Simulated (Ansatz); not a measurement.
Born–Oppenheimer molecular dynamics of BFH₆Si (9 atoms, charge 0, multiplicity 1). It starts at the highest image of a converged band. Of that band: A structure lower than the first end lies on the path between it and the top, so the climb from that side starts below the end, which may itself be a saddle point or a shallow side well. Neighbouring images differ by up to 1.3 eV, so the band resolves the path poorly. A vibrational analysis at the climbing image gives one clearly imaginary mode, 710i cm⁻¹: a first-order saddle point.

Method: RKS PBE/def2-SVP (Ansatz).

```yaml
ensemble: NVE (velocity Verlet)
time_step: 0.5 fs
steps_asked: 200
starting_velocities_drawn_for: 100 K
seed: 11509
```

First frame:

```xyz
9
Properties=species:S:1:pos:R:3
B -0.117 -0.291 0.106
F 0.311 0.642 1.462
H 0.721 -0.092 -0.748
H -1.300 -0.113 -0.095
Si 0.122 -2.279 0.784
H -0.301 -2.858 -0.542
H 1.514 -2.761 1.098
H -0.812 -2.785 1.851
H 0.347 -0.446 1.540
```

Question: How far do the bonds stretch over the last three quarters of this one trajectory? (Pairs bonded in most of those frames.)

Answer: 
```csv
bond,mean (Å),spread (Å),shortest,longest
B1–F2,1.414,0.131,1.25,1.67
B1–H3,1.223,0.021,1.18,1.27
B1–H4,1.227,0.019,1.19,1.28
Si5–H6,1.501,0.011,1.48,1.52
Si5–H7,1.519,0.022,1.48,1.56
Si5–H8,1.502,0.010,1.48,1.52
Si5–H9,1.573,0.124,1.38,1.93
```

Pairs bonded in part of these frames only: B1–Si5 32 %, B1–H9 26 %, Si5–H9 89 %.

Mean temperature of the second half: 1462 K. The conserved energy stayed within 0.18 meV per atom of its start (net change -0.036 meV per atom), so the integration is sound. The kinetic energy rose, since the run started high on the potential surface and went downhill. It ends in pieces (BFH2 + H4Si), so much of that is their flight and rotation, not heat. A run of 0.1 ps of so small a system gives no equilibrium averages. The orbitals stay closed-shell, which can raise the energy where a bond breaks towards radicals; this wasn't checked here.

Run time: 6.1 min on 1 thread of Arm Neoverse V1, on a shared host, peak memory 0.14 GiB.
